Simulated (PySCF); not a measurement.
# Si2H6: NMR shifts and electronic excitations in gas and solvents, part 2 of 2

PySCF 2.14.0. Atoms count from 0.

### Step 7. Shielding tensors: wB97X-D/pcSseg-1 in chloroform

What the job is given:

```
{"job": {"kind": "nmr", "xc": "wB97X-D", "basis": "pcSseg-1", "solvent": "chloroform", "pop": false}, "charge": 0, "multiplicity": 1}
Si    -1.181745     0.159027    -0.055407
Si     1.148807    -0.096767     0.005437
H     -1.779713    -0.774389    -1.059183
H     -1.528339     1.562782    -0.437676
H     -1.773264    -0.133156     1.286490
H      1.511581    -1.497999     0.380315
H      1.742026     0.838758     1.010089
H      1.731195     0.207325    -1.338144
```

Level: GIAO wB97X-D/pcSseg-1 NMR shielding, non-relativistic, IEF-PCM chloroform.

Standard output:

```text
coarse grid: 6968 points
cycle   1  E = -582.5236748807  dE = -3.934e-01  |g| = 1.345e-01  |ddm| = 2.277e+00
cycle   2  E = -582.5302148490  dE = -6.540e-03  |g| = 5.088e-02  |ddm| = 2.293e-01
cycle   3  E = -582.5309127881  dE = -6.979e-04  |g| = 1.442e-02  |ddm| = 8.366e-02
cycle   4  E = -582.5309865692  dE = -7.378e-05  |g| = 2.278e-03  |ddm| = 3.710e-02
cycle   5  E = -582.5309899101  dE = -3.341e-06  |g| = 4.625e-04  |ddm| = 9.281e-03
final grid: 56088 points
cycle   6  E = -582.5473558664  dE = -9.860e-06  |g| = 2.073e-03  |ddm| = 1.177e-02
cycle   7  E = -582.5473562646  dE = -3.982e-07  |g| = 8.509e-04  |ddm| = 3.055e-03
cycle   8  E = -582.5473563276  dE = -6.290e-08  |g| = 8.000e-05  |ddm| = 6.354e-04
cycle   9  E = -582.5473563314  dE = -3.863e-09  |g| = 1.184e-05  |ddm| = 4.377e-04
cycle  10  E = -582.5473563315  dE = -1.158e-10  |g| = 3.783e-06  |ddm| = 5.631e-05
converged SCF energy = -582.5473563315

GIAO shielding tensors (ppm)
atom      isotropic    diamagn.    paramagn.     s11        s22        s33       span
  0 Si     458.324     879.413    -421.089    456.141    456.988    461.844      5.704
  1 Si     458.326     879.425    -421.099    456.207    456.908    461.863      5.657
  2 H       27.851      28.739      -0.888     24.891     25.598     33.064      8.173
  3 H       27.853      28.735      -0.883     24.890     25.614     33.054      8.164
  4 H       27.853      28.751      -0.898     24.894     25.597     33.068      8.174
  5 H       27.856      28.769      -0.913     24.897     25.597     33.073      8.176
  6 H       27.852      28.756      -0.904     24.890     25.605     33.060      8.170
  7 H       27.850      28.745      -0.895     24.889     25.607     33.055      8.166
```

Wall time 4.5 s (1 thread of Arm Neoverse N1, shared host); peak memory 0.38 GiB.

This run: δ Si0 -105.5, H2 3.51 ppm (means over like atoms).

### Step 8. Ultraviolet spectrum: PBE0/def2-SVPD

Same as in step 7 but for these lines:

```diff
@@ -1,2 +1,2 @@
-{"job": {"kind": "nmr", "xc": "wB97X-D", "basis": "pcSseg-1", "solvent": "chloroform", "pop": false}, "charge": 0, "multiplicity": 1}
+{"job": {"kind": "uv", "xc": "PBE0", "basis": "def2-SVPD", "dynamic": true, "nstates": 6, "ntriplets": 0}, "charge": 0, "multiplicity": 1}
 Si    -1.181745     0.159027    -0.055407
```

Method: TDDFT PBE0/def2-SVPD, vertical, gas phase, core orbitals frozen in the response.

Standard output:

```text
coarse grid: 6968 points
cycle   1  E = -582.0645942874  dE = -3.336e-01  |g| = 9.270e-02  |ddm| = 2.570e+00
cycle   2  E = -582.0668459421  dE = -2.252e-03  |g| = 2.999e-02  |ddm| = 3.064e-01
cycle   3  E = -582.0671335266  dE = -2.876e-04  |g| = 1.337e-02  |ddm| = 9.257e-02
cycle   4  E = -582.0672071943  dE = -7.367e-05  |g| = 6.904e-04  |ddm| = 2.275e-02
cycle   5  E = -582.0672074576  dE = -2.633e-07  |g| = 6.307e-05  |ddm| = 4.045e-03
final grid: 56088 points
cycle   6  E = -582.1384884543  dE = -3.239e-06  |g| = 2.951e-04  |ddm| = 1.461e-02
cycle   7  E = -582.1384884852  dE = -3.089e-08  |g| = 1.551e-04  |ddm| = 1.140e-03
cycle   8  E = -582.1384884951  dE = -9.925e-09  |g| = 4.023e-05  |ddm| = 3.478e-04
cycle   9  E = -582.1384884958  dE = -6.780e-10  |g| = 3.110e-06  |ddm| = 7.846e-05
converged SCF energy = -582.1384884958

Static polarisability (au): isotropic 62.434, principal 56.314 56.322 74.666

Singlet excitations
state   eV       nm        f      main configurations
  1   7.4736    165.9   0.02409   H->L 0.48, H->L+3 0.21, H->L+1 0.20
  2   7.4742    165.9   0.02408   H->L+1 0.70, H->L 0.12, H->L+3 0.09
  3   7.5568    164.1   0.00003   H->L+3 0.56, H->L 0.33, H->L+2 0.10
  4   7.8215    158.5   0.46092   H->L+2 0.80, H->L+3 0.10
  5   8.1392    152.3   0.00006   H->L+4 0.99
  6   8.1410    152.3   0.00000   H->L+5 0.99
```

Run time: 5.1 s. Hardware: 1 thread of Arm Neoverse N1, shared host; peak memory 0.42 GiB.

Frontier orbitals and where they lie:

| orbital | eV | atoms |
| --- | --- | --- |
| HOMO−3 | -10.22 | Si1 24 %, Si0 24 %, H5 15 % |
| HOMO−2 | -9.53 | Si1 23 %, Si0 23 %, H6 16 % |
| HOMO−1 | -9.53 | Si0 23 %, Si1 23 %, H3 16 % |
| HOMO | -8.39 | Si0 35 %, Si1 35 %, H3 5 % |
| LUMO | 0.33 | Si1 32 %, Si0 30 %, H3 10 % |
| LUMO+1 | 0.34 | Si1 31 %, Si0 31 %, H6 11 % |
| LUMO+2 | 0.34 | Si0 33 %, Si1 23 %, H4 10 % |

With each of the 6 states as a Gaussian band of 0.4 eV half-width at 1/e, the curve within the window shown has maxima at 159 nm (ε 20,000) L/(mol cm). Beyond the last state computed it falls off for lack of states. The curve at chosen wavelengths:

(nm, ε (L/mol/cm)): (147, 1702), (148, 2597), (150, 5286), (151, 7077), (152, 9102), (154, 13430), (155, 15458), (156, 17198), (158, 19345), (159, 19616), (160, 19342), (162, 17396), (163, 15913), (164, 14239), (165, 12481), (167, 9067), (168, 7535), (169, 6168), (171, 3968), (172, 3125), (173, 2434), (175, 1431), (176, 1081), (177, 809), (179, 441), (180, 321)

Further results of this job:

| property | computed | measured |
| --- | --- | --- |
| dipole moment (D) | 0.01 | – |
| polarisability (Å³) | 9.25 | 9.41 |
| HOMO–LUMO gap (eV) | 8.72 | – |
| −ε(HOMO) (eV) | 8.39 | – |
| C6 with itself (au) | 1225 | – |

Measured: gas; NIST CCCBDB Release 22 (SRD 101), experimental polarizabilities.

### Step 9. Ultraviolet spectrum: PBE0/def2-SVPD in chloroform

Same as in step 8 but for these lines:

```diff
@@ -1,2 +1,2 @@
-{"job": {"kind": "uv", "xc": "PBE0", "basis": "def2-SVPD", "dynamic": true, "nstates": 6, "ntriplets": 0}, "charge": 0, "multiplicity": 1}
+{"job": {"kind": "uv", "xc": "PBE0", "basis": "def2-SVPD", "solvent": "chloroform", "nstates": 6, "ntriplets": 0}, "charge": 0, "multiplicity": 1}
 Si    -1.181745     0.159027    -0.055407
```

Method: TDDFT PBE0/def2-SVPD, vertical, IEF-PCM chloroform (non-equilibrium linear response), core orbitals frozen in the response.

Standard output:

```text
coarse grid: 6968 points
cycle   1  E = -582.0648472892  dE = -3.336e-01  |g| = 9.129e-02  |ddm| = 2.572e+00
cycle   2  E = -582.0671402157  dE = -2.293e-03  |g| = 2.541e-02  |ddm| = 3.304e-01
cycle   3  E = -582.0673502639  dE = -2.100e-04  |g| = 1.106e-02  |ddm| = 8.640e-02
cycle   4  E = -582.0673994207  dE = -4.916e-05  |g| = 7.143e-04  |ddm| = 2.178e-02
cycle   5  E = -582.0673997151  dE = -2.944e-07  |g| = 1.020e-04  |ddm| = 4.282e-03
final grid: 56088 points
cycle   6  E = -582.1386810433  dE = -3.269e-06  |g| = 2.904e-04  |ddm| = 1.461e-02
cycle   7  E = -582.1386810796  dE = -3.630e-08  |g| = 1.259e-04  |ddm| = 1.146e-03
cycle   8  E = -582.1386810863  dE = -6.657e-09  |g| = 3.869e-05  |ddm| = 3.218e-04
cycle   9  E = -582.1386810869  dE = -6.196e-10  |g| = 4.169e-06  |ddm| = 8.476e-05
converged SCF energy = -582.1386810869

Static polarisability (au): isotropic 78.175, principal 71.153 71.158 92.213

Singlet excitations
state   eV       nm        f      main configurations
  1   7.4568    166.3   0.04154   H->L+3 0.51, H->L+1 0.34
  2   7.4574    166.3   0.04153   H->L+2 0.85
  3   7.5520    164.2   0.00004   H->L+1 0.61, H->L+3 0.38
  4   7.6846    161.3   0.72622   H->L 0.96
  5   8.1327    152.5   0.00005   H->L+4 0.99
  6   8.1344    152.4   0.00000   H->L+5 0.99
```

Wall time 4.7 s (1 thread of Arm Neoverse N1, shared host); peak memory 0.43 GiB.

Key values: HOMO -8.29 eV, LUMO 0.42 eV; lowest singlet 7.46 eV.

### Step 10. TDDFT and polarisability: PBE0/def2-SVPD in dimethylsulfoxide

Same as in step 9 but for these lines:

```diff
@@ -1,2 +1,2 @@
-{"job": {"kind": "uv", "xc": "PBE0", "basis": "def2-SVPD", "solvent": "chloroform", "nstates": 6, "ntriplets": 0}, "charge": 0, "multiplicity": 1}
+{"job": {"kind": "uv", "xc": "PBE0", "basis": "def2-SVPD", "solvent": "dimethylsulfoxide", "nstates": 6, "ntriplets": 0}, "charge": 0, "multiplicity": 1}
 Si    -1.181745     0.159027    -0.055407
```

Level: TDDFT PBE0/def2-SVPD, vertical, IEF-PCM dimethylsulfoxide (non-equilibrium linear response), core orbitals frozen in the response.

Standard output:

```text
coarse grid: 6968 points
cycle   1  E = -582.0649395192  dE = -3.336e-01  |g| = 9.078e-02  |ddm| = 2.573e+00
cycle   2  E = -582.0672462264  dE = -2.307e-03  |g| = 2.380e-02  |ddm| = 3.409e-01
cycle   3  E = -582.0674322077  dE = -1.860e-04  |g| = 1.028e-02  |ddm| = 8.437e-02
cycle   4  E = -582.0674740671  dE = -4.186e-05  |g| = 7.273e-04  |ddm| = 2.165e-02
cycle   5  E = -582.0674743781  dE = -3.110e-07  |g| = 1.083e-04  |ddm| = 4.396e-03
final grid: 56088 points
cycle   6  E = -582.1387558987  dE = -3.281e-06  |g| = 2.884e-04  |ddm| = 1.459e-02
cycle   7  E = -582.1387559370  dE = -3.833e-08  |g| = 1.147e-04  |ddm| = 1.160e-03
cycle   8  E = -582.1387559426  dE = -5.571e-09  |g| = 3.807e-05  |ddm| = 3.137e-04
cycle   9  E = -582.1387559432  dE = -6.069e-10  |g| = 4.333e-06  |ddm| = 8.795e-05
converged SCF energy = -582.1387559432

Static polarisability (au): isotropic 85.911, principal 79.015 79.045 99.672

Singlet excitations
state   eV       nm        f      main configurations
  1   7.4593    166.2   0.04298   H->L+3 0.54, H->L+1 0.32
  2   7.4601    166.2   0.04297   H->L+2 0.86
  3   7.5556    164.1   0.00004   H->L+1 0.64, H->L+3 0.35
  4   7.6698    161.7   0.74440   H->L 0.96
  5   8.1358    152.4   0.00005   H->L+4 0.99
  6   8.1374    152.4   0.00000   H->L+5 0.99
```

Run time: 4.7 s. Hardware: 1 thread of Arm Neoverse N1, shared host; peak memory 0.43 GiB.

Key values: HOMO -8.27 eV, LUMO 0.43 eV; lowest singlet 7.46 eV.

### Step 11. Run by run: NMR shifts

Shifts (ppm), means over like atoms, with basis size and wall time:

| run | H2 | Si0 | functions | time |
| --- | --- | --- | --- | --- |
| PBE0/pcSseg-1 in chloroform | 3.54 | -107.1 | 78 | 4.8 s |
| PBE0/pcSseg-1 in dimethylsulfoxide | 3.53 | -106.8 | 78 | 3.5 s |
| PBE0/pcSseg-1 in methanol | 3.53 | -106.8 | 78 | 3.5 s |
| WP04/pcSseg-1 in chloroform | 3.01 | -87.6 | 78 | 3.4 s |
| wB97X-D/pcSseg-1 in chloroform | 3.51 | -105.5 | 78 | 4.5 s |
| measured | – | -103.1 | – | – |

Measured: C. Corminboeuf, T. Heine, J. Weber, Chem. Phys. Lett. 357 (2002) 1.

### Step 12. Run by run: electronic excitations

Excitations and ground-state properties, with basis size and wall time:

| run | lowest singlet (eV) | brightest (eV) | f | gap (eV) | α (Å³) | μ (D) | functions | time |
| --- | --- | --- | --- | --- | --- | --- | --- | --- |
| PBE0/def2-SVPD | 7.47 | 7.82 | 0.461 | 8.72 | 9.25 | 0.01 | 96 | 5.1 s |
| PBE0/def2-SVPD in chloroform | 7.46 | 7.68 | 0.726 | 8.71 | 11.58 | 0.01 | 96 | 4.7 s |
| PBE0/def2-SVPD in dimethylsulfoxide | 7.46 | 7.67 | 0.744 | 8.70 | 12.73 | 0.01 | 96 | 4.7 s |

The continuum's effect on the ground state:

| solvent | ε | polarisation energy (Eh) | μ (D) |
| --- | --- | --- | --- |
| chloroform | 4.71 | -0.0002 | 0.01 |
| dimethylsulfoxide | 46.83 | -0.0003 | 0.01 |

### Step 13. Summary of results

The summary covers parts 1 to 2.

| quantity | value |
| --- | --- |
| point group | D3d |
| rotational constants (main isotopes) | 42.42, 5.05, 5.05 GHz |
| 1H shifts against TMS (PBE0/pcSseg-1, chloroform, means over atoms taken as alike) | 3.54 ppm |
| 29Si shifts against TMS (PBE0/pcSseg-1, chloroform, means over atoms taken as alike) | -107.1 ppm |
| measured, and computed on the same scale | Si0 δ -103.1, -107.1 ppm |
| lowest singlet (PBE0/def2-SVPD) | 7.47 eV (166 nm), f = 0.024 |
| brightest single state of those computed | state 4, 7.82 eV, f = 0.461 |
| range of the shift of Si0 (PBE0/pcSseg-1 runs) | -107.1 to -106.8 ppm |
| range of the lowest singlet | 7.46 to 7.47 eV |

What this shows: Over 3 steps the energy fell by 0.109 eV; of the close pairs, Si0–Si1 changed most, 2.277 to 2.345 Å. The one measured 29Si shift is missed by -4.0 ppm (computed less measured, unscaled). Vibration and temperature are missing from the calculation, so part of the miss against the measured shifts is not the functional's. The first singlet state (HOMO→LUMO 0.48, HOMO→LUMO+3 0.21) lies at 7.47 eV and is weak; of the 6 states computed, the strongest absorption comes from state 4 at 7.82 eV. The polarisability is 2 % below the measured 9.41 Å³. At one level, PBE0/pcSseg-1: In ppm, Si0 (with its like atoms) moves most: its shift spreads over 0.2 ppm, from -107.1 (PBE0/pcSseg-1 in chloroform) to -106.8 (PBE0/pcSseg-1 in dimethylsulfoxide). The lowest singlet runs from 7.46 eV (PBE0/def2-SVPD in chloroform) to 7.47 eV (PBE0/def2-SVPD), while the orbital gap spans 8.70 to 8.72 eV. The lowest state need not be the same one in every run. The continuum holds electrostatics alone: no hydrogen bonds to the solvent, and the gas-phase geometry is kept.
